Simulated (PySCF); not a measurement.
BeH, SMILES [BeH+], charge +1.

Coordinates come from a PBE0-D3(BJ)/def2-TZVPD optimisation. The spin state was assumed, not searched.

These are PBE0-D3(BJ)/def2-TZVPD run with PySCF 2.14.0 values and carry that method's errors.

Frequencies are harmonic and unscaled.

Q: Estimate the vibrational spectrum. (The exact figures need the calculation; the answer reports its results.)

A: 
```tsv
mode	ν (cm⁻¹)	IR (km/mol)	moving atoms (share of kinetic energy)
1	2191	53.1	H 90 %, Be 10 %
```
